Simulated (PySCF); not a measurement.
Species: C₄H₈F₂.
Numbering: `[CH3:1][CH:2]([CH2:3][F:4])[CH2:5][F:6]` (hydrogens: H7, H8, H9 on C1; H10 on C2; H11, H12 on C3; H13, H14 on C5)

The same species was optimised twice, with GFN2-xTB and with PBE0-D3(BJ)/def2-SVP (PySCF), and the same property calculations (PySCF, gas phase) were run on both structures.

```json
{"coordinate": "C2–C3 (Å)", "GFN2-xTB": "1.529", "PBE0-D3(BJ)/def2-SVP": "1.516", "change": "-0.013"}
{"coordinate": "C2–C5 (Å)", "GFN2-xTB": "1.528", "PBE0-D3(BJ)/def2-SVP": "1.517", "change": "-0.011"}
{"coordinate": "C1–C2 (Å)", "GFN2-xTB": "1.526", "PBE0-D3(BJ)/def2-SVP": "1.522", "change": "-0.004"}
{"coordinate": "C3–F4 (Å)", "GFN2-xTB": "1.374", "PBE0-D3(BJ)/def2-SVP": "1.377", "change": "+0.003"}
{"coordinate": "C5–F6 (Å)", "GFN2-xTB": "1.375", "PBE0-D3(BJ)/def2-SVP": "1.374", "change": "-0.001"}
{"coordinate": "C1–C2–C3 (°)", "GFN2-xTB": "111.0", "PBE0-D3(BJ)/def2-SVP": "112.0", "change": "+1.0"}
{"coordinate": "C2–C3–F4 (°)", "GFN2-xTB": "110.6", "PBE0-D3(BJ)/def2-SVP": "110.0", "change": "-0.6"}
{"coordinate": "C1–C2–C5 (°)", "GFN2-xTB": "110.4", "PBE0-D3(BJ)/def2-SVP": "110.9", "change": "+0.5"}
{"coordinate": "C3–C2–C5 (°)", "GFN2-xTB": "110.0", "PBE0-D3(BJ)/def2-SVP": "110.4", "change": "+0.4"}
{"coordinate": "C2–C5–F6 (°)", "GFN2-xTB": "110.1", "PBE0-D3(BJ)/def2-SVP": "110.2", "change": "+0.1"}
{"coordinate": "C1–C2–C3–F4 (°)", "GFN2-xTB": "-57", "PBE0-D3(BJ)/def2-SVP": "-59", "change": "-2"}
{"coordinate": "C1–C2–C5–F6 (°)", "GFN2-xTB": "-170", "PBE0-D3(BJ)/def2-SVP": "-176", "change": "-6"}
```

Rotational constants: A = 4358, B = 2668, C = 1978 MHz (GFN2-xTB) against A = 4256, B = 2789, C = 2020 MHz (PBE0-D3(BJ)/def2-SVP). Point groups within 0.08 Å: C1 and C1.

On the GFN2-xTB structure: HOMO (eV) -9.08 [PBE0/pcSseg-1]; LUMO (eV) 1.36 [PBE0/pcSseg-1]; dipole (D) 1.96 [PBE0/pcSseg-1]; GIAO shielding of C1 (ppm) 174.2 [PBE0/pcSseg-1]; GIAO shielding of C2 (ppm) 146.1 [PBE0/pcSseg-1]; GIAO shielding of C3/C5 (mean) (ppm) 101.7 [PBE0/pcSseg-1]; GIAO shielding of F4/F6 (mean) (ppm) 432.3 [PBE0/pcSseg-1].

Problem. What do these properties become on the PBE0-D3(BJ)/def2-SVP structure?

Solution. 
| property | level | on GFN2-xTB | on PBE0-D3(BJ)/def2-SVP | change |
| --- | --- | --- | --- | --- |
| HOMO (eV) | PBE0/pcSseg-1 | -9.08 | -9.13 | -0.05 |
| LUMO (eV) | PBE0/pcSseg-1 | 1.36 | 1.30 | -0.06 |
| dipole (D) | PBE0/pcSseg-1 | 1.96 | 2.12 | +0.16 |
| energy, GFN2-xTB geometry as zero (kcal/mol) | PBE0/pcSseg-1 | 0.0 | -0.5 | -0.5 |
| GIAO shielding of C1 (ppm) | PBE0/pcSseg-1 | 174.2 | 172.2 | -2.0 |
| GIAO shielding of C2 (ppm) | PBE0/pcSseg-1 | 146.1 | 146.7 | +0.6 |
| GIAO shielding of C3/C5 (mean) (ppm) | PBE0/pcSseg-1 | 101.7 | 101.6 | -0.1 |
| GIAO shielding of F4/F6 (mean) (ppm) | PBE0/pcSseg-1 | 432.3 | 431.2 | -1.1 |

The heavy atoms differ by 0.054 Å rms after alignment. Among bonds between heavy atoms C2–C3 changes most (-0.013 Å). Changes are differences of the printed values. Neither structure is proved a minimum here.

Shape of the structure used: `[CH3:1][CH:2]([CH2:3][F:4])[CH2:5][F:6]`: C1–C2–C3–F4 -59°, C1–C2–C5–F6 -176°.
